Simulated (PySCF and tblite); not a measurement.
4 constitutional isomers of C₅H₁₀S:

| isomer | SMILES |
| --- | --- |
| A | [SH:1][CH2:2][CH2:3][CH:4]1[CH2:5][CH2:6]1 |
| B | [SH:1][CH:2]1[CH2:3][CH2:4][CH2:5][CH2:6]1 |
| C | [SH:1][CH2:2][CH:3]1[CH2:4][CH2:5][CH2:6]1 |
| D | [CH3:1][C@H:2]1[CH2:3][CH2:4][C@@H:5]1[SH:6] |

Measured ¹³C shifts of one of them (ppm against TMS, one entry a carbon; solvent not stated per compound (mostly CDCl3 or CCl4); Pretsch, Buehlmann, Badertscher, Structure Determination of Organic Compounds, 4th ed. (2009)): 38.3, 37.7, 37.7, 24.6, 24.6.

Protocol: conformer search, at most 6 conformers an isomer, GFN2-xTB geometries, energies PBE0/pcSseg-1 (IEF-PCM, chloroform) (D3(BJ) added where defined), GIAO shieldings PBE0/pcSseg-1 (IEF-PCM, chloroform), weights at 298.15 K with GFN2-xTB thermal terms. Programs: PySCF with density fitting and tblite.

Computed shifts in falling order:

```
carbon  measured     A     B     C     D
     1      38.3  44.9  47.1  39.2  46.2
     2      37.7  32.5  41.5  38.8  45.3
     3      37.7  13.1  41.5  26.9  32.0
     4      24.6   6.2  26.3  26.9  25.7
     5      24.6   6.2  26.3  16.2  23.0
```

**Question.** Which structure fits the measured spectrum?

**Answer.** After a straight-line fit of each column to the measured values (slope held to 0.85 to 1.15; an offset alone for few or close values), with errors scored by one-sided Student-t tails (width 2 ppm, 10 degrees of freedom):

```tsv
isomer	slope	mean error (ppm)	largest error	P (%)
A	1.000	10.15	18.6	0.0
B	1.000	1.95	4.9	100.0
C	1.000	5.30	7.8	0.0
D	1.000	4.70	7.6	0.0
```

The score favours B, which is the compound measured. Its computed assignment: ¹H (against TMS): 3.05 (H2, 1H), 2.07 (H3a/H6a, 2H), 1.90 (H4a/H5a, 2H), 1.74 (H4b/H5b, 2H), 1.44 (H3b/H6b, 2H). ¹³C (against TMS): 47.1 (C2), 41.5 (C3/C6), 26.3 (C4/C5). H not on carbon is left out.

At least one structure keeps an imaginary mode at the tight-binding level. H on N, O and S are left out: they exchange, and hydrogen bonds move them by several ppm. Shifts are unscaled: against experiment ¹³C can be off by 15 ppm or more and ¹H by 0.8 ppm. The cap on conformers cut off some of the population, so the set may be incomplete. A force-field rotamer fell away at GFN2-xTB, so the set may lack it. GFN2-xTB leaves a saturated small ring flat here that puckers in reality.
